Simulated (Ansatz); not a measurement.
Consider the substitution at a C–C bond: `CCC(C)=O` + H₂S → `CCC(=O)S` + CH₄.

Computed with Ansatz on PBE0-D4/def2-TZVP structures; ΔE is electronic, products minus reactants. CCSD(T)/CBS is the MP2 limit (def2-TZVPP, def2-QZVPP) plus CCSD(T) − MP2 in def2-TZVPP, frozen cores. This one scheme is used for every species. DFT in def2-TZVPP. B3LYP here is the variant with VWN-RPA as its local correlation; programs differ in this. One conformer a species, not always the lowest.

`CCC(C)=O`:

Z-matrix (Å, degrees):
```
C
C 1 1.513
H 1 1.092 2 110.8
H 1 1.091 2 110.9 3 120.5
H 1 1.091 2 110.9 3 -120.6
C 2 1.511 1 113.8 3 179.9
H 2 1.097 1 111.4 3 58.3
H 2 1.097 1 111.4 3 -58.3
O 6 1.206 2 122.0 1 -1.0
C 6 1.506 2 116.3 1 178.9
H 10 1.088 6 110.1 2 178.1
H 10 1.094 6 110.1 2 -60.9
H 10 1.094 6 110.4 2 56.7
```

H₂S:

```xyz
3

S     0.579    0.218    0.018
H    -0.040   -0.821    0.597
H    -0.539    0.602   -0.615
```

`CCC(=O)S`:

Cartesian coordinates in Å:
```
C 0.509 1.302 0.673
C -0.519 0.323 0.145
C 0.102 -0.913 -0.456
O 1.278 -1.125 -0.520
S -1.123 -2.064 -1.081
H 1.124 0.843 1.449
H 1.179 1.634 -0.121
H 0.015 2.178 1.097
H -1.152 0.780 -0.624
H -1.205 -0.004 0.933
H -0.209 -2.955 -1.496
```

CH₄:

Cartesian coordinates in Å:
```
C 0.000 0.000 0.000
H 0.181 -1.059 -0.182
H 0.858 0.432 0.513
H -0.889 0.116 0.619
H -0.150 0.511 -0.951
```

Problem. Is it downhill or uphill in electronic energy at CCSD(T)/CBS, and by how much? (An estimate is asked.)

Solution. Ansatz gave: Downhill: ΔE = -0.20 eV.

Problem. What do these levels give: r2SCAN-D4, PBE0-D4, B3LYP-D4, ωB97X-V, B2PLYP, r2SCAN, B3LYP, CCSD/def2-TZVPP, CCSD(T)/def2-TZVPP, HF/def2-QZVPP, SCS-MP2/def2-QZVPP, HF/CBS(def2)? (An estimate is asked.)

Solution. Ansatz gave: r2SCAN-D4 -0.35, PBE0-D4 -0.27, B3LYP-D4 -0.29, ωB97X-V -0.20, B2PLYP -0.26, r2SCAN -0.35, B3LYP -0.27, CCSD/def2-TZVPP -0.14, CCSD(T)/def2-TZVPP -0.19, HF/def2-QZVPP -0.04, SCS-MP2/def2-QZVPP -0.22, HF/CBS(def2) -0.04 eV.

Largest T1 diagnostic among the species: 0.014.

In def2-TZVPP, CCSD(T) changes the Hartree–Fock value by −0.14 eV (the triples alone add −0.06 eV) and MP2 by −0.21 eV. From PBE to PBE0 (25 % exact exchange), in def2-TZVPP and without D4, ΔE moves by +0.10 eV.
